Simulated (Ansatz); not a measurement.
**C3H9O+: a ladder of functionals and wavefunction methods**

One table from this session's results is given with a row withheld; the runs are named, their logs left out.

Program: Ansatz 0.2.0, Gaussian basis. Level of theory: functionals in def2-TZVPP, the program's frozen cores in correlated methods. These are calculated values, not measurements.

Levels to be run: LDA (SPW92), PBE-D4, revPBE-D4, BLYP-D4, r2SCAN-D4, B97M-V, PBE0-D4, B3LYP-D4, r2SCANh-D4, r2SCAN0-D4, HSE06-D4, BHLYP-D4, CAM-B3LYP-D4, LC-ωPBE, ωB97X-V, ωB97M-V, B2PLYP, PBE-QIDH; CCSD(T)/def2-SVP; CCSD(T)/def2-TZVPP; MP2/def2-QZVPP; extrapolation to the limit; RPA on PBE.

### The relaxed structure

The geometry comes from an earlier relaxation with PBE0-D4 in a triple-zeta def2 set; it is a stationary point, not always the lowest conformer.

SMILES `C[O+](C)C`, 13 atoms, charge 1, spin multiplicity 1.

Atoms are counted from 1 here; the program's logs count them from 0.

Bond lengths: C1–O2 1.464 Å, C1–H5 1.087 Å, C1–H6 1.087 Å, C1–H7 1.090 Å, O2–C3 1.464 Å, O2–C4 1.464 Å, C3–H8 1.087 Å, C3–H9 1.090 Å, C3–H10 1.087 Å, C4–H11 1.087 Å, C4–H12 1.087 Å, C4–H13 1.090 Å. Angles: O2–C1–H5 106.5°, O2–C1–H6 106.5°, O2–C1–H7 109.1°, H5–C1–H6 110.8°, H5–C1–H7 111.9°, H6–C1–H7 111.9°, C1–O2–C3 113.9°, C1–O2–C4 113.8°, C3–O2–C4 113.9°, O2–C3–H8 106.5°, O2–C3–H9 109.1°, O2–C3–H10 106.5°, H8–C3–H9 111.9°, H8–C3–H10 110.8°, H9–C3–H10 111.9°, O2–C4–H11 106.5°, O2–C4–H12 106.5°, O2–C4–H13 109.1° and more.

The first run:

Input file in.yaml:

```yaml
crystal:
  periodic: [false, false, false]
  atoms:
    - {symbol: C, position_ang: [-0.494743, 1.015485, -0.855295]}
    - {symbol: O, position_ang: [-0.350697, -0.022162, 0.167625]}
    - {symbol: C, position_ang: [0.557343, 0.342247, 1.256911]}
    - {symbol: C, position_ang: [-0.115553, -1.361088, -0.376290]}
    - {symbol: H, position_ang: [-1.282258, 0.680502, -1.524852]}
    - {symbol: H, position_ang: [-0.790362, 1.922213, -0.334576]}
    - {symbol: H, position_ang: [0.455934, 1.137450, -1.375369]}
    - {symbol: H, position_ang: [0.198736, 1.288343, 1.653145]}
    - {symbol: H, position_ang: [1.570912, 0.424866, 0.863222]}
    - {symbol: H, position_ang: [0.475525, -0.444335, 2.002088]}
    - {symbol: H, position_ang: [-0.924499, -1.555926, -1.075105]}
    - {symbol: H, position_ang: [-0.158574, -2.047172, 0.465215]}
    - {symbol: H, position_ang: [0.858235, -1.380423, -0.866698]}
basis:
  gaussian: {orbitals: def2-TZVPP}
total_charge: 1
hamiltonian: {xc: lda}
output: {orbitals: {seedname: orbitals}}
```

Steps of the session up to this table: LDA; PBE-D4 (GGA); revPBE-D4 (GGA); BLYP-D4 (GGA); r2SCAN-D4 (meta-GGA); B97M-V (meta-GGA); PBE0-D4 (hybrid); B3LYP-D4 (hybrid); r2SCANh-D4 (hybrid); r2SCAN0-D4 (hybrid); HSE06-D4 (hybrid); BHLYP-D4 (hybrid); CAM-B3LYP-D4 (range-separated); LC-ωPBE-D4 (range-separated; the results give it without D4); ωB97X-V (range-separated); ωB97M-V (range-separated); B2PLYP (double hybrid); PBE-QIDH (double hybrid).

One table of the session follows, with a row left open; its other results are not shown here.

It belongs to the step «Frontier levels by functional». Levels are read from the orbital files that the runs wrote:

```
  functional  HOMO (eV)  LUMO (eV)  gap (eV)
 LDA (SPW92)     -13.59      -6.22      7.36
      PBE-D4     -13.55      -5.94      7.61
   revPBE-D4     -13.52      -5.81      7.71
     BLYP-D4     -13.47      -5.79      7.68
   r2SCAN-D4     -13.88      -5.50      8.38
      B97M-V     -14.06      -5.59      8.47
     PBE0-D4     -15.16      -4.75     10.42
    B3LYP-D4     -14.93      -5.02      9.91
  r2SCANh-D4          ?          ?         ?
  r2SCAN0-D4     -15.39      -4.47     10.91
    HSE06-D4     -14.75      -5.13      9.62
    BHLYP-D4     -16.74      -3.63     13.11
CAM-B3LYP-D4     -16.64      -3.63     13.01
     LC-ωPBE     -18.00      -2.29     15.70
     ωB97X-V     -17.67      -2.47     15.21
     ωB97M-V     -17.58      -2.76     14.81
```

Q: Estimate the row for r2SCANh-D4 from the others.

Worked estimate for «HOMO (eV)». Against the share of exact exchange, r2SCAN-D4 (0, -13.88), r2SCAN0-D4 (0.25, -15.39) give a slope of -6.04 per unit share; at 0.1 the line stands at -14.48.

As computed: HOMO (eV): -14.48; LUMO (eV): -5.08; gap (eV): 9.40. In «HOMO (eV)» the line misses by 0.00.
